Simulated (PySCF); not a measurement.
Isomers of C3H6N (doublet state). Theory: PBE0-D3(BJ)/def2-SVP geometry optimisation, gas phase (PySCF). One conformer each; no zero-point energy, no entropy. No frequencies were run at this level. Point groups hold within 0.08 Å. The open-shell SCF solutions weren't tested for stability.

Problem. Order them by energy at this level, lowest first, and give relative energies in kJ/mol.
A. `[H]/[N:4]=[CH:3]\[CH2:2][CH2:1]` (doublet state) with H–C1–C2–C3 -87° and 82°, C1–C2–C3–N4 -118°
B. `[H]/[N:4]=[CH:3]\[CH:2][CH3:1]` (doublet state) with C1–C2–C3–N4 0°
C. `[CH3:1][CH2:2][CH:3]=[N:4]` (doublet state) with C1–C2–C3–N4 -124°
D. `[H]/[N:4]=[C:3]\[CH2:2][CH3:1]` (doublet state) with C1–C2–C3–N4 0°

Solution. B (0.0), C (10.1), D (50.0), A (66.8).

Neighbours under 21 kJ/mol apart ([H]/N=C\[CH]C and CCC=[N]; [H]/N=[C]\CC and [H]/N=C\C[CH2]) can change places with a better method, another conformer or zero-point energy. All arise from one parent by loss of a hydrogen atom ([H]/N=C\[CH]C: H removed from sp3 C; CCC=[N]: H removed from N; [H]/N=[C]\CC: H removed from sp2 C; [H]/N=C\C[CH2]: H removed from sp3 C), so the differences are those of the electronic X–H dissociation energies at this level.

| SMILES | E (Eh) | E rel (kJ/mol) | dipole (D) | point group | A, B, C (MHz) | ⟨S²⟩ |
| --- | --- | --- | --- | --- | --- | --- |
| [H]/N=C\[CH]C | -172.28790 | 0.0 | 2.78 | – | 18637, 5699, 4487 | 0.784 |
| CCC=[N] | -172.28404 | 10.1 | 2.86 | C1 | 25884, 4473, 4313 | 0.762 |
| [H]/N=[C]\CC | -172.26887 | 50.0 | 2.81 | Cs | 18245, 5583, 4514 | 0.755 |
| [H]/N=C\C[CH2] | -172.26245 | 66.8 | 2.16 | C1 | 24526, 4505, 4425 | 0.755 |

Problem. As an exercise, what shares would exp(−E/RT) give at 1000 K from these electronic energies alone (no entropy, no degeneracies)?

Solution. RT = 8.314 kJ/mol: [H]/N=C\[CH]C 77.0 %, CCC=[N] 22.8 %, [H]/N=[C]\CC 0.2 %, [H]/N=C\C[CH2] under 0.1 %.
